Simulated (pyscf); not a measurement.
[H₃C–N(CH₃)–AlH]• + hydrogen (H₂) → H₃C–N(CH₃)–AlH₂ + H atom (H•), a hydrogen abstraction (doublet surface; H–H broken, Al–H formed). Single points on ωB97X-D3(BJ)/def2-SVP structures (PySCF, gas phase). Energies in eV from the separated reactants.

Small-basis levels: PySCF, no dispersion term, spherical d functions. Open shells are spin-unrestricted. 

### Question
In single points BP86/6-31G* puts the saddle at 0.98 eV and the reaction energy at +1.08 eV. Should these be trusted to within a few kcal/mol? Compare with ωB97M-D3(BJ)/def2-TZVP.

### Answer
ωB97M-D3(BJ)/def2-TZVP gives ΔE‡ = 0.87 eV and ΔE = +0.73 eV. BP86/6-31G* lies 0.11 eV over it in the barrier and 0.34 eV over it in the reaction energy, so on this step it does not hold to within 0.13 eV. At BP86/6-31G* this geometry lies under one side, so its ΔE‡ may be no barrier of that level. ωB97M-D3(BJ)/def2-TZVP has limits of its own. [H₃C–N(CH₃)–AlH]• lies 0.31 eV over its isomer [H₃C–Al(CH₃)–NH]• (electronic energy, ωB97M-D3(BJ)/def2-TZVP). H₃C–N(CH₃)–AlH₂ lies 1.60 eV over its isomer H₃C–Al(CH₃)–NH₂ (electronic energy, ωB97M-D3(BJ)/def2-TZVP). This is the saddle that the search found; another between the same sides may lie lower. The angle at the transferred H is 170°.
